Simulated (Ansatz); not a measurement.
Geometry optimisation, RHF/def2-TZVP in Ansatz 0.2.0.

Input file:

```yaml
crystal:
  periodic: [false, false, false]
  atoms:
    - { symbol: B, position_ang: [0.0, 0.0, 0.0] }
    - { symbol: O, position_ang: [0.0, 0.0, 1.41] }
    - { symbol: H, position_ang: [-0.9095, -0.2814, 1.7471] }
    - { symbol: H, position_ang: [1.0305, 0.0, -0.595] }
    - { symbol: H, position_ang: [-1.0305, 0.0, -0.595] }
basis:
  gaussian: { orbitals: def2-TZVP }
hamiltonian:
  xc: hf
relax:
  f_tol: 0.02
  max_steps: 40
```

Run as:

```bash
$ ansatz run input.yaml --threads 1 --pin off --max-ram 2048MiB --backend cpu --events-out ev --progress --plain --runs-dir out
```

Q: Where does it end, and by what steps?

A: It converged. After 6 steps the energy has fallen by 0.273 eV; O2 moved furthest, 0.12 Å.

```json
{"step": "0", "energy less start (eV)": "0.0000", "largest force component (eV/Å)": "2.886", "accepted": "yes"}
{"step": "1", "energy less start (eV)": "-0.0292", "largest force component (eV/Å)": "3.773", "accepted": "yes"}
{"step": "2", "energy less start (eV)": "-0.1279", "largest force component (eV/Å)": "2.739", "accepted": "yes"}
{"step": "3", "energy less start (eV)": "-0.2266", "largest force component (eV/Å)": "1.795", "accepted": "yes"}
{"step": "4", "energy less start (eV)": "-0.2724", "largest force component (eV/Å)": "0.162", "accepted": "yes"}
{"step": "5", "energy less start (eV)": "-0.2730", "largest force component (eV/Å)": "0.057", "accepted": "yes"}
{"step": "6", "energy less start (eV)": "-0.2730", "largest force component (eV/Å)": "0.002", "accepted": "yes"}
```

```xyz
5
Properties=species:S:1:pos:R:3
B -0.017 -0.025 0.011
O -0.015 -0.105 1.349
H -0.866 -0.173 1.747
H 1.035 0.062 -0.539
H -1.045 -0.041 -0.600
```

Whether the end is a true minimum wasn't checked by a vibrational analysis.

Time of the run: 3.8 s on 1 thread of Intel(R) Xeon(R) Platinum 8259CL CPU @ 2.50GHz (Skylake/Cascade Lake) (shared host), peak memory 0.12 GiB.
